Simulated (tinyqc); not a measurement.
RKS/LDA (VWN5) in the sto-3g basis, for H2O, spin multiplicity 1, step by step. One step of it, computed by the program tinyqc.

Task: Iteration 1: diagonalisation and new density. Diagonalise F' = X^T F X, C = X C', fill 5 alpha and 5 beta electrons from the bottom; D = 2 C_occ C_occ^T. Each column has its largest component positive (the first on a tie).

Kohn-Sham matrix F (hartree), lower triangle:
```
,1O 1s,1O 2s,1O 2px,1O 2py,1O 2pz,2H 1s,3H 1s
1O 1s,-24.938247
1O 2s,-5.839428,-3.325621
1O 2px,0.000000,0.000000,-1.530370
1O 2py,0.000000,0.000000,0.000000,-1.530135
1O 2pz,-0.032183,-0.135891,0.000000,0.000000,-1.540620
2H 1s,-0.905118,-0.849922,0.000000,-0.337019,-0.265435,-0.286403
3H 1s,-0.905118,-0.849922,0.000000,0.337019,-0.265435,-0.220549,-0.286403
```

X:
```
,1,2,3,4,5,6,7
1O 1s,-0.357676,0.000000,0.727545,0.000000,-0.611115,0.000000,0.190253
1O 2s,1.029252,0.000000,-0.275693,0.000000,-0.290413,0.000000,0.459834
1O 2px,0.000000,0.000000,0.000000,1.000000,0.000000,0.000000,0.000000
1O 2py,0.000000,0.870086,0.000000,0.000000,0.000000,0.674077,0.000000
1O 2pz,0.445767,0.000000,0.666102,0.000000,0.637750,0.000000,0.202242
2H 1s,-0.646618,-0.749907,-0.191037,0.000000,0.157714,0.391052,0.383062
3H 1s,-0.646618,0.749907,-0.191037,0.000000,0.157714,-0.391052,0.383062
```

Give: F' = X^T F X; orbital energies; coefficients C; D after iteration 1.

Result:

F' = X^T F X (hartree), lower triangle:
```
,1,2,3,4,5,6,7
1,-1.5272
2,0.0000,-0.3529
3,2.8558,0.0000,-11.3532
4,0.0000,0.0000,0.0000,-1.5304
5,-2.8074,0.0000,10.0655,0.0000,-11.8452
6,0.0000,-0.7474,0.0000,0.0000,0.0000,-1.0708
7,0.2804,0.0000,-5.0786,0.0000,5.3041,0.0000,-3.8121
```

orbital energies (hartree): MO1 -24.9385, MO2 -2.1348, MO3 -1.5410, MO4 -1.5304, MO5 -1.5124, MO6 0.0481, MO7 0.1173

coefficients C:
```
,MO1,MO2,MO3,MO4,MO5,MO6,MO7
1O 1s,1.0008,-0.2424,0.0000,0.0000,0.0540,0.0602,0.0000
1O 2s,-0.0037,1.0634,0.0000,0.0000,-0.2266,-0.4991,0.0000
1O 2px,0.0000,0.0000,0.0000,1.0000,0.0000,0.0000,0.0000
1O 2py,0.0000,0.0000,1.0339,0.0000,0.0000,0.0000,-0.3775
1O 2pz,0.0010,0.2732,0.0000,0.0000,0.9811,-0.2300,0.0000
2H 1s,0.0010,-0.0921,-0.0683,0.0000,-0.0323,0.7853,0.8430
3H 1s,0.0010,-0.0921,0.0683,0.0000,-0.0323,0.7853,-0.8430
```

D after iteration 1, lower triangle:
```
,1O 1s,1O 2s,1O 2px,1O 2py,1O 2pz,2H 1s,3H 1s
1O 1s,2.1266
1O 2s,-0.5475,2.3642
1O 2px,0.0000,0.0000,2.0000
1O 2py,0.0000,0.0000,0.0000,2.1378
1O 2pz,-0.0245,0.1364,0.0000,0.0000,2.0743
2H 1s,0.0431,-0.1812,0.0000,-0.1413,-0.1137,0.0284
3H 1s,0.0431,-0.1812,0.0000,0.1413,-0.1137,0.0097,0.0284
```
